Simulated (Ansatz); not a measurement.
Geometry optimisation, UKS BLYP-D4/def2-SVP (Ansatz).

Input:

```yaml
crystal:
  periodic: [false, false, false]
  atoms:
    - { symbol: B, position_ang: [-0.006056, -0.008504, -0.281904] }
    - { symbol: H, position_ang: [0.051808, -0.002451, 0.920634] }
    - { symbol: F, position_ang: [1.135189, 0.010818, -0.957629] }
    - { symbol: H, position_ang: [-1.045382, -0.001678, -0.911956] }
    - { symbol: Si, position_ang: [-0.004977, 0.000266, 3.586741] }
    - { symbol: H, position_ang: [-0.787168, -1.21009, 4.029451] }
    - { symbol: H, position_ang: [1.432945, -0.070659, 4.033183] }
    - { symbol: H, position_ang: [-0.663758, 1.282298, 4.02868] }
magnetization:
  spin_polarized: true
  initial_magnetization: 1
basis:
  gaussian: { orbitals: def2-SVP }
hamiltonian:
  xc: blyp
  dispersion: d4
relax:
  f_tol: 0.03
  max_steps: 50
```

Command:

```bash
$ ansatz run input.yaml --threads 2 --pin off --max-ram 3072MiB --backend cpu --events-out ev --progress --plain --runs-dir out
```

Task: Where does it end, and by what steps?

Result: The forces met the threshold. The force dipped under the threshold on the way, but the program's further checks kept it going. After 36 steps the energy has fallen by 0.458 eV; H4 moved furthest, 1.41 Å. Joined: B1–Si5 (3.87 → 2.25 Å).

```json
{"step": "0", "energy less start (eV)": "0.0000", "largest force component (eV/Å)": "0.375", "accepted": "yes"}
{"step": "2", "energy less start (eV)": "-0.0442", "largest force component (eV/Å)": "0.246", "accepted": "yes"}
{"step": "4", "energy less start (eV)": "-0.0501", "largest force component (eV/Å)": "0.022", "accepted": "yes"}
{"step": "6", "energy less start (eV)": "-0.0515", "largest force component (eV/Å)": "0.087", "accepted": "yes"}
{"step": "8", "energy less start (eV)": "-0.0526", "largest force component (eV/Å)": "0.103", "accepted": "yes"}
{"step": "10", "energy less start (eV)": "-0.0541", "largest force component (eV/Å)": "0.089", "accepted": "yes"}
{"step": "12", "energy less start (eV)": "-0.0562", "largest force component (eV/Å)": "0.129", "accepted": "yes"}
{"step": "14", "energy less start (eV)": "-0.0614", "largest force component (eV/Å)": "0.263", "accepted": "yes"}
{"step": "16", "energy less start (eV)": "-0.0670", "largest force component (eV/Å)": "0.310", "accepted": "yes"}
{"step": "18", "energy less start (eV)": "-0.0795", "largest force component (eV/Å)": "0.136", "accepted": "yes"}
{"step": "20", "energy less start (eV)": "-0.1066", "largest force component (eV/Å)": "0.278", "accepted": "yes"}
{"step": "22", "energy less start (eV)": "-0.1451", "largest force component (eV/Å)": "0.205", "accepted": "yes"}
{"step": "24", "energy less start (eV)": "-0.1562", "largest force component (eV/Å)": "0.275", "accepted": "yes"}
{"step": "26", "energy less start (eV)": "-0.2117", "largest force component (eV/Å)": "0.193", "accepted": "yes"}
{"step": "28", "energy less start (eV)": "-0.3333", "largest force component (eV/Å)": "0.339", "accepted": "yes"}
{"step": "30", "energy less start (eV)": "-0.4306", "largest force component (eV/Å)": "0.403", "accepted": "yes"}
{"step": "32", "energy less start (eV)": "-0.4405", "largest force component (eV/Å)": "0.470", "accepted": "yes"}
{"step": "34", "energy less start (eV)": "-0.4541", "largest force component (eV/Å)": "0.206", "accepted": "no"}
{"step": "36", "energy less start (eV)": "-0.4575", "largest force component (eV/Å)": "0.009", "accepted": "yes"}
```

```xyz
8
Properties=species:S:1:pos:R:3
B 0.044 0.090 0.577
H 0.529 1.207 0.774
F 0.869 -0.835 0.012
H -1.162 -0.109 0.489
Si -0.022 -0.075 2.818
H -0.566 -1.424 3.188
H 1.362 0.118 3.359
H -0.943 1.029 3.230
```

Whether the end is a true minimum wasn't checked by a vibrational analysis.

Time of the run: 81 s on 2 threads of Intel(R) Xeon(R) Platinum 8259CL CPU @ 2.50GHz (Skylake/Cascade Lake) (shared host), peak memory 0.17 GiB.
